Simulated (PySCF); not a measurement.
Molecule: butyrate (SMILES CCCC(=O)[O-]).

Atom-mapped SMILES (the numbers label the heavy atoms): `[CH3:1][CH2:2][CH2:3][C:4](=[O:5])[O-:6]`. Each H is labelled by its parent atom.

Geometry PBE0-D3(BJ)/def2-SVP throughout; GIAO in PySCF 2.14, gas phase, one conformer, non-relativistic; equivalent atoms averaged; functional PBE0.

**Question.** How do the absolute shieldings σ depend on the basis set? (ppm; last column core-seconds on shared hosts with different chips, so compare them loosely)

**Answer.** 
```
    basis set  functions     C4     C3     C2     C1  O5/O6  H(C2)  H(C3)  H(C1)  core-s
       STO-3G         37  132.7  208.0  208.6  213.7   44.7  32.11  32.15  32.18     2.7
        6-31G         68   37.9  160.0  177.0  182.0    6.9  31.36  31.09  31.58       5
       6-31G*         98   39.5  156.4  171.6  177.0   36.6  30.76  30.63  31.04     7.3
     def2-SVP        119   33.7  154.8  171.4  176.7   30.4  30.30  30.14  30.52     9.2
     pcSseg-1        137   14.0  144.1  160.9  167.0   -5.6  30.13  29.87  30.31      11
6-311+G(2d,p)        204   16.4  146.0  162.7  169.9    8.6  30.16  29.77  30.52      21
    def2-TZVP        228   16.0  146.0  162.3  169.5    6.7  30.17  29.84  30.50      26
```

**Question.** Which nucleus moves most, in ppm?

**Answer.** C4 (carboxylate carbon): from 14.0 ppm with pcSseg-1 to 132.7 ppm with STO-3G. The smallest spread is 1.86 ppm, at H(C1). Proton shifts span only some 12 ppm, so a few tenths of a ppm matter as much there as several ppm in carbon.

**Question.** Taking the largest basis, def2-TZVP (228 functions), as the yardstick, rank the others by their worst heavy-atom deviation.

**Answer.** 6-311+G(2d,p) 1.9 ppm (204 functions), pcSseg-1 12.3 ppm (137 functions), 6-31G 21.8 ppm (68 functions), def2-SVP 23.6 ppm (119 functions), 6-31G* 29.8 ppm (98 functions), STO-3G 116.7 ppm (37 functions).

A small basis that lands close on one nucleus may do so by chance; judge by the trend and by all nuclei.
